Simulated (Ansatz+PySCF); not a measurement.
Two shapes of singlet CF₂.

Shape 1:

```xyz
3

C     0.0000    0.0000   -0.5911
F     0.0000    1.0238    0.1970
F     0.0000   -1.0238    0.1970
```

Shape 2:

```xyz
3

C     0.0013    0.0215   -0.6362
F     0.0176    0.9786    0.1847
F     0.0028   -1.0591    0.1617
```

Basis set: def2-SVP (spherical functions). Left uncorrelated: 3 orbitals. Charge 0, multiplicity 1.

Computed with Ansatz (development build ahead of 0.2.0); each method stands on the lowest determinant of its kind that the runs found.

**Question.** Which shape is lower in energy, and by how much in each method?

**Answer.**

```json
{"method": "RHF", "E(2) − E(1) (eV)": "0.088"}
{"method": "UHF-MP2", "E(2) − E(1) (eV)": "0.056"}
{"method": "UHF-CCSD", "E(2) − E(1) (eV)": "0.067"}
{"method": "RHF-CCSD(T)", "E(2) − E(1) (eV)": "0.064"}
{"method": "r²SCAN (unrestricted)", "E(2) − E(1) (eV)": "0.054"}
```

Shape 1 is lower. Caution for UHF-MP2, UHF-CCSD: the unrestricted determinant is spin contaminated; the determinant breaks the point group. Caution for UHF-MP2: another reference gives a lower total.
